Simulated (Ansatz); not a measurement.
`FC(F)=CCl`. Charge 0, multiplicity 1. The geometry is a stationary point of PBE0-D4/def2-TZVP.

```xyz
6

F    -1.329   -0.923    0.808
C    -0.600   -0.269   -0.065
F    -1.214   -0.175   -1.213
C     0.596    0.217    0.213
Cl    1.527    1.064   -0.940
H     1.019    0.086    1.196
```

Question: What is the dipole moment at r2SCAN/def2-TZVPP? (Estimate.)

Answer: Ansatz gave: 0.96 D, with components (0.18, -0.23, 0.92) D in this frame, pointing from negative to positive charge.

Question: And with PBE, B3LYP, ωB97M-V? (Best estimate.)

Answer: The calculation gave: PBE 0.90 D, B3LYP 0.98 D, ωB97M-V 0.98 D.

Question: Give the Mulliken charges with r2SCAN, B3LYP, ωB97M-V in def2-TZVPP. (Best estimate.)

Answer: Ansatz gave: 
| atom | r2SCAN | B3LYP | ωB97M-V |
| --- | --- | --- | --- |
| F1 | -0.16 | -0.16 | -0.15 |
| C2 | 0.35 | 0.37 | 0.35 |
| F3 | -0.15 | -0.15 | -0.15 |
| C4 | -0.09 | -0.13 | -0.13 |
| Cl5 | -0.08 | -0.07 | -0.04 |
| H6 | 0.12 | 0.14 | 0.13 |

B3LYP here is the variant with VWN-RPA as its local correlation; programs differ in this.
